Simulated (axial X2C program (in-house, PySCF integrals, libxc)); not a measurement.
## Si₂⁺: from the spin-free to the two-component result

Computed with an in-house relativistic program for diatomic molecules. Spin-free means the one-electron spin-free X2C Hamiltonian; two-component (2c) means X2C with spin–orbit coupling and atomic mean-field two-electron Coulomb and Gaunt terms, so the difference of the two also holds small scalar two-electron terms. Basis: Si dyall-v3z [8s7p2d1f] (cores contracted in-house); Gaussian nuclei, density fitting, unrestricted open shells. Masses: Si 27.977 u.

Spin-free state: M_S = 3/2, Λ = 0 (beyond evenly filled blocks: σα, π+α, π-α); fragments Si+ + Si.

```
  level  Re (Å)  ωe (cm⁻¹)  De (eV)
   PBE0   2.281      466.8    3.661
     HF   2.263      498.0    2.286
    MP2   2.268      491.0    3.361
   CCSD   2.276      479.4    3.169
CCSD(T)   2.284      469.2    3.364
    LDA   2.289      448.1    4.323
```

Correlated methods: 7 electrons correlated (number of frozen shells: Si 2 s, 1 p), 141 virtual spin orbitals or spinors in MP2, 90 natural virtuals in coupled cluster.

Two-component determinant lowest at the distance of the search:

Ω = 3/2 (⟨Sz⟩ = 1.50, ⟨Lz⟩ = 0.00 at HF); fragments Si+ + Si.

| level | Re (Å) | ωe (cm⁻¹) | De (eV) |
| --- | --- | --- | --- |
| PBE0 | 2.282 | 466.7 | 3.659 |
| HF | 2.263 | 497.8 | 2.284 |
| MP2 | 2.268 | 490.8 | 3.356 |
| CCSD | 2.276 | 479.3 | 3.151 |
| CCSD(T) | 2.284 | 469.1 | 3.347 |
| LDA | 2.290 | 448.0 | 4.331 |

Task: From the two tables, how do the constants change at the CCSD(T) level (2c against spin-free)?

Result: At the CCSD(T) level Re is unchanged within 0.001 Å and ωe is unchanged to within 0.2 cm⁻¹; De is not compared, since the atomic limits differ or miss part of their spin–orbit lowering.

One determinant describes the state; a PBE0 search over occupations chose it and may have missed a lower one. De is counted from the lowest determinant-based energies of the atoms at the same level, without counterpoise correction. Density functionals use the spin component along the axis (collinear). Coupled cluster ran in a truncated set of natural virtual spinors; the MP2 energy of the rest was added. (T) has no such correction and the atoms are truncated less, which lowers De at CCSD(T) by a hundredth of an eV or more. The 2c atoms are single determinants rather than J levels; their spin–orbit lowering is only partly caught, and De is too large by that part. This holds for PBE0, MP2, CCSD, CCSD(T), LDA. PBE0 can misorder states that lie within some tenths of an eV, so this need not be the ground state of the molecule. The nearest other spin-free determinant of the search, M_S = 1/2, Λ = 0, lies 0.31 eV up at the distance of the search. Without a current term, density functionals place determinants with orbital angular momentum somewhat too high. With several unpaired electrons one determinant need not be a pure state. This is the top spin component of a Σ state; components of lower Ω are not single determinants and can lie lower.
